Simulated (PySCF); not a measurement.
Run record: geometry optimisation, `O=C(F)C1CC1`.

Computed with PBE0-D3(BJ)/def2-SVP geometry optimisation, gas phase (PySCF 2.14.0). Start geometry: GFN2-xTB. The command runs a driver script over a list of jobs; the input below is this job's line of settings and its coordinates in Å.

Command:
```bash
OMP_NUM_THREADS=1 python probes_run.py task.json out
```

Input:
```
{"job": {"xc": "PBE0", "basis": "def2-SVP", "d3": "d3bj", "grid": 1, "shake": 0.01, "kind": "geom"}, "charge": 0, "multiplicity": 1}
O      2.002900    -0.353740    -0.908310
C      1.517410    -0.037080     0.133990
F      2.348170     0.200870     1.181710
C      0.162650     0.140780     0.537920
C     -0.901850    -0.763140    -0.130890
C     -0.838060     0.678890    -0.500710
H     -0.000500     0.416380     1.576670
H     -1.697200    -1.099140     0.491460
H     -0.526490    -1.478880    -0.804330
H     -1.604150     1.345800    -0.141390
H     -0.424750     0.923430    -1.451790
```

Output:
```
step   0  E = -329.88667345  max force = 0.050756
step   1  E = -329.88602426  max force = 0.025290
step   2  E = -329.88871050  max force = 0.015790
step   3  E = -329.89082659  max force = 0.011237
step   4  E = -329.89192927  max force = 0.006205
step   5  E = -329.89213250  max force = 0.001918
step   6  E = -329.89219277  max force = 0.001138
step   7  E = -329.89223624  max force = 0.000932
step   8  E = -329.89225515  max force = 0.000831
step   9  E = -329.89226458  max force = 0.000557
step  10  E = -329.89226817  max force = 0.000289
optimisation converged
```

Energies in Eh; «max force» is the largest Cartesian gradient component in Eh/bohr.

Task: How much energy does the optimisation release, in kcal/mol?

Result: E(step 0) − E(last step) = 0.005595 Eh, which is 3.5 kcal/mol.

Task: Give the first gradient maximum in eV/Å.

Result: With 1 Eh/bohr = 51.422 eV/Å, 2.610 eV/Å.

Main results: final energy -329.89227 Eh after 10 steps; dipole 3.14 D.

Task: Where do the atoms end?

Result: 0.036 Å rms from the input after alignment:
```
atom  x, y, z in Å
O1     1.8305    0.0788   -1.1849
C2     1.3314    0.7065   -0.3102
F3     1.9494    1.7804    0.2001
C4     0.0371    0.4601    0.3513
C5    -0.3749   -0.9863    0.5214
C6    -1.0552   -0.1537   -0.4966
H7    -0.2376    1.1761    1.1275
H8    -0.9040   -1.2355    1.4440
H9     0.3406   -1.7351    0.1731
H10   -2.0738    0.1932   -0.3088
H11   -0.8028   -0.3274   -1.5456
```

The run took 35 s of wall time on Arm Neoverse V2, one thread, no GPU (shared host), and the process peaked at 0.46 GiB of memory.
Labels such as C1 count atoms from 1, the log's own numbers from 0.
